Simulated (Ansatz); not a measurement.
C₂H₃F (charge +1), SMILES [CH2][CH+]F: a rigid torsion scan, run with the Python package of Ansatz (0.2.0).

`torsion.py`
```python
"""Energy of C2H3F(+) as one group turns about a bond."""

import ansatz as az
from ase import Atoms

atoms = Atoms(["C", "C", "F", "H", "H", "H"], positions=[
    [-0.7678, -0.1653, -0.2953],
    [0.6744, 0.1108, -0.0366],
    [1.5865, -0.8886, -0.1489],
    [-1.134, -0.9317, 0.4188],
    [-1.3604, 0.7653, -0.1728],
    [1.0012, 1.1094, 0.2347],
])

# relax first, so that the scan starts from a minimum
first = (
    az.Crystal.molecule_from_ase(atoms).calculation()
    .basis(gaussian="def2-SVP")
    .functional("r2scan", dispersion="d3bj")
    .charge(1)
    .spin("collinear", total=1)
    .relax(force_tolerance=0.02, max_steps=80)
)
atoms.positions = first.run(threads=1).report["positions_ang"]

start = atoms.get_dihedral(3, 0, 1, 2)
energies = {}
for turn in range(0, 360, 30):
    turned = atoms.copy()
    turned.set_dihedral(3, 0, 1, 2, start + turn, indices=[1, 2, 5])
    calculation = (
        az.Crystal.molecule_from_ase(turned).calculation()
        .basis(gaussian="def2-SVP")
        .functional("r2scan", dispersion="d3bj")
        .charge(1)
        .spin("collinear", total=1)
    )
    energies[round((start + turn) % 360)] = calculation.run(threads=1).report["free_energy_ev"]
floor = min(energies.values())
print("dihedral H3-C0-C1-F2 (deg)   E - E(min) (eV)")
for angle, e in sorted(energies.items()):
    print(f"{angle:8d} {(e - floor):14.3f}  " + "#" * int(30 * (e - floor) / max(max(energies.values()) - floor, 1e-9)))
```

Where along the turn do the lowest and the highest point lie, and how far apart are they?

The lowest point is at 0° and the highest at 90°, 0.901 eV (86.9 kJ/mol) above it, with the rest of the molecule held.

The run itself:

```console
$ python torsion.py
DeckWarning: the engine holds no damping parameters fitted to this dispersion correction and functional, so the run takes those fitted to r2scan beside the three-body term, which d3bj leaves out (hamiltonian.dispersion, under Limitations)
dihedral H3-C0-C1-F2 (deg)   E - E(min) (eV)
       0          0.000
      30          0.112  ###
      60          0.501  ################
      90          0.901  #############################
     120          0.502  ################
     150          0.112  ###
     180          0.000
     210          0.112  ###
     240          0.502  ################
     270          0.901  ##############################
     300          0.501  ################
     330          0.112  ###
```
(Warnings from the package without file and line.)

What to keep in mind:
- The scan is rigid and the energies are electronic, in a modest basis. With rigid groups the curve can differ much from the relaxed path, the start wasn't checked as a minimum of this torsion, and equivalent turns needn't return to the same energy.
- The species is open-shell (spin multiplicity 2).
- For an odd-electron ion, approximate functionals spread the charge over both fragments and lower the stretched end too much.
- A dispersion term here runs with damping parameters fitted for another variant or functional.
- It ran for 62 s on 1 thread of Arm Neoverse V1, on a shared host, peak memory 0.22 GiB.

(Lines on the test bed's own set-up are left out of the output.)
